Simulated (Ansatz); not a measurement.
Cost and result for the atomization energy of `OB(O)O` (7 atoms, 6 bonds).

Z-matrix (Å, degrees):
```
B
O 1 1.366
O 1 1.366 2 120.0
O 1 1.366 2 120.0 3 -180.0
H 2 0.960 1 112.2 3 -0.0
H 3 0.960 1 112.2 2 -180.0
H 4 0.960 1 112.2 2 0.0
```

Total charge 0; spin multiplicity 1. Geometry: relaxed with PBE0-D4/def2-TZVP. It is one conformer, not always the lowest. Program: Ansatz. Hardware: A = 2 threads of an AMD EPYC 7R13 on a shared host; B = 2 threads of an AMD EPYC 7R13 on a shared host and a share of an NVIDIA H100 80 GB. Times are those of one run each, without the atoms' runs, and a repeat can differ threefold. Electronic energies, without spin–orbit coupling; frozen cores. CCSD(T)/CBS extrapolates def2-TZVPP and def2-QZVPP, and its time is that of the two runs behind it. T1 = 0.012. B3LYP takes the VWN-RPA correlation (the form of Gaussian; ORCA's B3LYP/G).

CCSD(T)/CBS is a level of theory with its own doubt, some kJ/mol a heavy atom from the limit and from the frozen cores, so smaller differences don't rank the functionals.

```tsv
level	functions	wall time
PBE-D4/def2-TZVPP (with forces) [A]	166	1.2 s
PBE0-D4/def2-TZVPP [A]	166	1.3 s
B3LYP-D4/def2-TZVPP (with forces) [A]	166	1.7 s
r2SCAN-D4/def2-TZVPP (with forces) [A]	166	2 s
B2PLYP/def2-TZVPP [A]	166	2.3 s
ωB97X-V/def2-TZVPP [A]	166	3.3 s
CCSD(T)/def2-TZVPP [B]	166	3.5 s
ωB97M-V/def2-TZVPP (with forces) [A]	166	4.3 s
CCSD(T)/def2-QZVPP [B]	318	11 s
CCSD(T)/CBS(def2)	–	14 s
```

(1) What atomization energy does each give, and how far from CCSD(T)/CBS? (An estimate is asked.)

## Answers

(1) The calculation gave: 
| level | atomization (kJ/mol) | difference from CCSD(T)/CBS | per bond |
| --- | --- | --- | --- |
| PBE-D4/def2-TZVPP (with forces) [A] | 3136.7 | 64.8 | 10.8 |
| PBE0-D4/def2-TZVPP [A] | 3047.8 | -24.1 | -4.0 |
| B3LYP-D4/def2-TZVPP (with forces) [A] | 3054.9 | -17.0 | -2.8 |
| r2SCAN-D4/def2-TZVPP (with forces) [A] | 3080.5 | 8.6 | 1.4 |
| B2PLYP/def2-TZVPP [A] | 3042.7 | -29.2 | -4.9 |
| ωB97X-V/def2-TZVPP [A] | 3057.4 | -14.5 | -2.4 |
| CCSD(T)/def2-TZVPP [B] | 2987.4 | -84.5 | -14.1 |
| ωB97M-V/def2-TZVPP (with forces) [A] | 3080.4 | 8.5 | 1.4 |
| CCSD(T)/def2-QZVPP [B] | 3037.6 | -34.3 | -5.7 |
| CCSD(T)/CBS(def2) | 3071.9 | 0.0 | 0.0 |

In def2-TZVPP, CCSD(T) changes the Hartree–Fock value by +794.8 kJ/mol (the triples alone add +49.1 kJ/mol) and MP2 by +905.6 kJ/mol; breaking electron pairs costs correlation energy, which Hartree–Fock lacks. The D4 term adds +13.2 kJ/mol with B3LYP and +6.7 kJ/mol with PBE0; it sums over pairs of atoms, weighted by their polarisabilities, and B3LYP, whose exchange is more repulsive, gets the larger term. From PBE to PBE0 (25 % exact exchange), in def2-TZVPP and without D4, the atomization energy moves by −87.4 kJ/mol: exact exchange takes away binding that semilocal exchange gives to molecules.
